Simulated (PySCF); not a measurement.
# Where CCSD(T) holds and where it slips

Each species is computed at the geometry given (Å), with frozen cores, in PySCF 2.14.0: RHF-CCSD(T) for singlets, UHF-CCSD(T) otherwise, and full CI in the same basis. The script picks the determinant by trial CCSD, so it needn't be the lowest Hartree–Fock solution. States: B2H quartet Σ⁻ or Δ, PH4⁺ singlet A', SiN⁺ triplet Π. Cases whose determinant has another symmetry than full CI's state, or whose (Q) step broke down, weren't drawn.

Task: Judging by size, spin and bonding and the diagnostics given, rank them by the size of CCSD(T)'s error in total energy against full CI in the same basis, smallest first (an estimate).
A. B2H, quartet, 6-31G: B 0.000 0.000 0.239; B 0.000 0.000 -1.656; H 0.000 0.000 1.417. T1 0.028, (T) -98 meV in a correlation energy of -2.90 eV
B. SiN⁺, triplet, 6-31G: Si 0.000 0.000 0.000; N 0.000 0.000 1.636. T1 0.070, (T) -116 meV in a correlation energy of -3.55 eV
C. PH$_{4}$⁺, singlet, 6-31G: P 0.000 0.000 0.000; H 1.235 1.240 1.237; H -1.241 -1.233 1.237; H -1.234 1.235 -1.243; H 1.239 -1.241 -1.231. T1 0.025, (T) -182 meV in a correlation energy of -4.92 eV

Result: A (49.7 meV), B (73.5 meV), C (104.0 meV).

```csv
species,basis,correlated electrons,CCSD(T) − full CI (meV),CCSDT(Q) − full CI (meV),unpaired electrons (full CI),T1,⟨S²⟩ of the determinant
"B2H, quartet",6-31G,7,49.7,–,3.05,0.028,3.76
"SiN⁺, triplet",6-31G,8,73.5,–,2.13,0.070,2.22
"PH4⁺, singlet",6-31G,8,104.0,7.0,0.70,0.025,0.00
```

Unpaired electrons are Σ n²(2−n)² over natural occupations; an open shell counts its own unpaired electrons too. Frozen cores follow each run's orbitals, which moves totals by a few meV. A dash: (Q) wasn't run for open shells.
